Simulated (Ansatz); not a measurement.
C4H6O can be A, `C=CCC=O`, or B, `C#CCOC`.

Calculated with Ansatz (gas phase, PBE0-D4/def2-TZVP geometries, no zero-point term in ΔE). CCSD(T)/CBS is the MP2 limit (def2-TZVPP, def2-QZVPP) plus CCSD(T) − MP2 in def2-TZVPP, frozen cores. DFT in def2-TZVPP. B3LYP here is the variant with VWN-RPA as its local correlation; programs differ in this. One conformer a species, not always the lowest.

(1) Which is lower in electronic energy at CCSD(T)/CBS, and by how much? (An estimate is asked.)

(2) Give E(B) − E(A) in kcal/mol with B3LYP-D4, PBE0-D4, CCSD(T)/def2-TZVPP, PBE-D4, BLYP-D4, B2PLYP, CCSD/def2-TZVPP. (Estimate.)

(3) Does the order hold for the free energy at 298.15 K (harmonic terms from PBE0-D4)? (Best estimate.)

Largest T1 diagnostic: 0.013.

## Answers

(1) The calculation gave: A, by 35.5 kcal/mol.

(2) Ansatz gave: B3LYP-D4 37.1, PBE0-D4 38.3, CCSD(T)/def2-TZVPP 36.0, PBE-D4 38.5, BLYP-D4 37.4, B2PLYP 35.7, CCSD/def2-TZVPP 35.7. None reverses the order clearly.

(3) Computed: Yes: G(B) − G(A) = +35.6 kcal/mol, for one conformer each.

Leaving LDA and LC-ωPBE aside and taking each functional with its dispersion term where it has one, the values, not all of them listed here, spread over 3.9 kcal/mol, from B2PLYP to revPBE-D4. LDA lies −1.2 kcal/mol from PBE without D4. At CCSD(T), def2-SVP lies +4.4 kcal/mol from the extrapolated value and def2-TZVPP +0.5 kcal/mol.
